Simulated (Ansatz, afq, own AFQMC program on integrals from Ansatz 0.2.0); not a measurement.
## BGeH$_{3}$, singlet: a scan with AFQMC

| atom | x (Å) | y (Å) | z (Å) |
| --- | --- | --- | --- |
| Ge | -0.0288 | 0.0000 | 0.2536 |
| B | 0.1335 | 0.0000 | -1.6270 |
| H | 0.4143 | 1.2770 | 0.9714 |
| H | 0.4143 | -1.2770 | 0.9714 |
| H | -0.1832 | 0.0000 | -2.7670 |

The Ge1–B2 distance is changed with both sides rigid. Energies in eV count from this geometry (1.887 Å) at the same level; the start stands on RHF, each point on the determinant named.

Basis cc-pVDZ. Only valence electrons are correlated. Ansatz 0.2.0 and our own AFQMC program on the same integrals; the CISD trial comes from CCSD amplitudes, and released means the phaseless constraint is let go. ± is one standard error of the sampling. No spin–orbit coupling.

Cautions, each for one point or more: higher spins were not checked; inner d shell frozen; no relativity below Rb; no spin-orbit coupling; released walk and highest rung disagree; restricted determinant unstable towards unrestricted; strong correlation.

```tsv
r(Ge1–B2) / Å	det.	T1	weight	wB97M-V	B3LYP	CCSD(T)
1.735	RHF	0.019	0.86	0.310	0.355	0.495
2.099	RHF	0.025	0.84	0.393	0.315	0.191
2.542	RHF¶	0.056	0.78	1.956§	1.769§	1.627
3.472	RHF	0.015	0.84	3.172	3.201§	3.016
5.080	RHF	0.013	0.84	3.189	3.269§	2.951
```

**Question.** Estimate the curve of CCSDT(Q), counted from the same start.

**Answer.** 
```
r(Ge1–B2) / Å  det.     T1  weight  CCSDT(Q)  ph-AFQMC/CISD  released AFQMC
        1.735   RHF  0.019    0.86     0.499  0.499 ± 0.021               –
        2.099   RHF  0.025    0.84     0.183  0.200 ± 0.023  0.233 ± 0.020*
        2.542  RHF¶  0.056    0.78     1.580  1.646 ± 0.026               –
        3.472   RHF  0.015    0.84     3.026  3.011 ± 0.022  3.036 ± 0.023*
        5.080   RHF  0.013    0.84     2.972  2.927 ± 0.023  2.972 ± 0.026*
```

Weight is that of the determinant in the CISD state; at the start T1 is 0.019 and the weight 0.86. ¶ marks points with a poor determinant and no full CI, where no value is sure; they don't count among the departures. An asterisk marks released energies that aren't shown to be converged. A dash marks a missing value, a released energy that hasn't settled or a functional that sits on another state. § marks a functional whose ⟨S²⟩ is too high by over 0.1. Largest departures from CCSDT(Q), at the points where its series has closed: CCSD(T) -0.021 eV at 5.080 (on RHF), ph-AFQMC/CISD -0.045 eV at 5.080 (on RHF) (within the noise), wB97M-V 0.216 eV at 5.080. Functionals count only at points shown to share the start's state and spin. In this small basis the wave-function levels are far from their limit, so their gap to the functionals isn't the functionals' error.

A walk keeps the symmetry of its determinant, which the program's search chose and which needn't be the lowest solution, so a lower state of the same spin and another symmetry isn't excluded.
